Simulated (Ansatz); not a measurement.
in.yaml

```yaml
crystal:
  periodic: [false, false, false]
  atoms:
    - {symbol: Ge, position_ang: [0.000000, 0.000000, 0.431903]}
    - {symbol: N, position_ang: [0.000000, 0.000000, -1.883353]}
    - {symbol: H, position_ang: [0.000000, 0.830871, -2.477269]}
    - {symbol: H, position_ang: [0.000000, -0.830871, -2.477269]}
basis:
  gaussian: {orbitals: cc-pVDZ}
total_charge: 1
magnetization: {spin_polarized: true, initial_magnetization: 2}
correlation: {method: ccsdt_q, electrons: outside_noble_gas}
```

```sh
$ ansatz run in.yaml --threads 1 --pin off --events-out ev --progress --plain --max-ram 2393MiB
```

Q: Roughly how long does this take on 1 thread of Intel Xeon Platinum 8259CL, shared host, and how much host memory?

A: 28 s wall and 0.26 GiB.

```
982 factors; integrals over basis functions are off by at most 1.8e-7 eV
mean field evaluation 1: about -57964.9552 eV, gradient 4.1e1 eV
mean field evaluation 2: about -57965.0084 eV, gradient 4.1e1 eV
mean field evaluation 4: about -57972.8067 eV, gradient 1.2e1 eV
mean field evaluation 8: about -57975.0192 eV, gradient 6.8e-1 eV
mean field evaluation 16: about -57975.0514 eV, gradient 4.1e-2 eV
mean field evaluation 32: about -57977.4569 eV, gradient 8.1e0 eV
mean field evaluation 64: about -57975.0515 eV, gradient 3.4e-6 eV
mean field evaluation 96: about -57967.4000 eV, gradient 2.5e1 eV
mean field evaluation 128: about -57969.7255 eV, gradient 1.7e1 eV
mean field evaluation 160: about -57969.5861 eV, gradient 5.1e0 eV
...
cycle   8  -5.98546925 eV  change   -4.7e-4 eV  update   6.8e-4
cycle   9  -5.98576053 eV  change   -2.9e-4 eV  update   3.2e-4
cycle  10  -5.98552433 eV  change    2.4e-4 eV  update   1.6e-4
cycle  11  -5.98556447 eV  change   -4.0e-5 eV  update   7.9e-5
cycle  12  -5.98556985 eV  change   -5.4e-6 eV  update   3.7e-5
cycle  13  -5.98559189 eV  change   -2.2e-5 eV  update   1.9e-5
cycle  14  -5.98560839 eV  change   -1.6e-5 eV  update   8.8e-6
cycle  15  -5.98560888 eV  change   -4.9e-7 eV  update   3.9e-6
cycle  16  -5.98560695 eV  change    1.9e-6 eV  update   2.0e-6
cycle  17  -5.98560612 eV  change    8.4e-7 eV  update   1.0e-6
perturbative correction -0.00879819 eV, -0.0003233275 hartree
Total energy: -57983.93715713 eV, -2130.8703876003 hartree
```
